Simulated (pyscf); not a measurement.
Thermochemistry of product channels of Br⁻ + H₃C–F on the singlet surface, in kJ/mol, from ωB97M-D3(BJ)/def2-TZVPD energies (ideal gas, 1 atm, RRHO with modes under 100 cm⁻¹ raised to 100, one conformer, R ln 2 for rigid chiral ones). Optimised with ωB97X-D3(BJ)/def2-SVPD in PySCF.

| products | ΔE | ΔH(298 K) | ΔG(900 K) | ΔG(1200 K) |
|---|---|---|---|---|
| F–CH⁻–Br + H₂ | ___ | +307.0 | +270.1 | +254.5 |
| HBr + H₂C⁻–F | ___ | +365.9 | +324.1 | +309.3 |
| H₂C⁻–Br + HF | +283.3 | +266.5 | +223.5 | ___ |

Q: Complete the blanks.

A: 
- F–CH⁻–Br + H₂, ΔE: +338.7
- HBr + H₂C⁻–F, ΔE: +388.7
- H₂C⁻–Br + HF, ΔG(1200 K): +207.9

These are energies of the channels, which say nothing of barriers. Elements up to Kr have no core potential and no relativistic terms here.
